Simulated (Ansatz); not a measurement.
Coupled-cluster diagnostics for the cluster Al3, Ansatz.

Geometry of the doublet (PBE0-D4/def2-TZVP):

```xyz
3

Al    0.0956   -0.1267    1.4415
Al    0.3360    1.2565   -0.6414
Al   -0.4316   -1.1298   -0.8001
```

Correlated methods freeze 15 core orbitals. At PBE0-D4/def2-TZVP a triplet of charge 1 lies 0.29 eV below the restricted singlet at the same geometry. The structure comes from a short search, and lower isomers may exist.

Geometry of the charge 0 quartet (PBE0-D4/def2-TZVP):

Cartesian coordinates in Å:
```
Al -1.159 0.701 -0.920
Al 1.307 0.051 -0.527
Al -0.148 -0.752 1.446
```

(1) Estimate the CCSD(T) correlation energy, the shares of MP2 and (T), T1 and the reference's ⟨S²⟩ for: charge 0, doublet, own geometry in def2-TZVPP; charge 0, doublet, own geometry in def2-TZVPD; charge 0, quartet, own geometry in def2-TZVPP; charge 1, singlet, vertical in def2-TZVPP; charge -1, singlet, vertical in def2-TZVPD; and the rough time on 2 threads of Intel Xeon 6975P-C on a shared host.

Results:

(1) 
```csv
state,basis,correlation (eV),MP2 share (%),(T) share (%),T1,⟨S²⟩ (pure),wall time,remarks
"charge 0, doublet, own geometry",def2-TZVPP,-6.167,69.6,9.6,0.162,1.91 (0.75),6.5 s,"large T1, spin-contaminated"
"charge 0, doublet, own geometry",def2-TZVPD,-6.129,69.2,9.6,0.164,1.91 (0.75),8 s,"large T1, spin-contaminated"
"charge 0, quartet, own geometry",def2-TZVPP,-5.738,78.9,7.5,0.030,3.80 (3.75),3.7 s,–
"charge 1, singlet, vertical",def2-TZVPP,-6.140,83.8,8.6,0.021,0.00 (0.00),2.7 s,"large T1, restricted SCF unstable"
"charge -1, singlet, vertical",def2-TZVPD,-7.523,83.8,9.4,0.036,0.00 (0.00),3.4 s,"large T1, restricted SCF unstable"
```
Customary marks for T1 are 0.02 (closed shells), 0.045 (open shells) and about 0.05 (3d metals). T1 exceeds 0.02 in 5 of 5 rows and 0.045 in 2; the higher it lies, the less the single-reference result can be trusted.
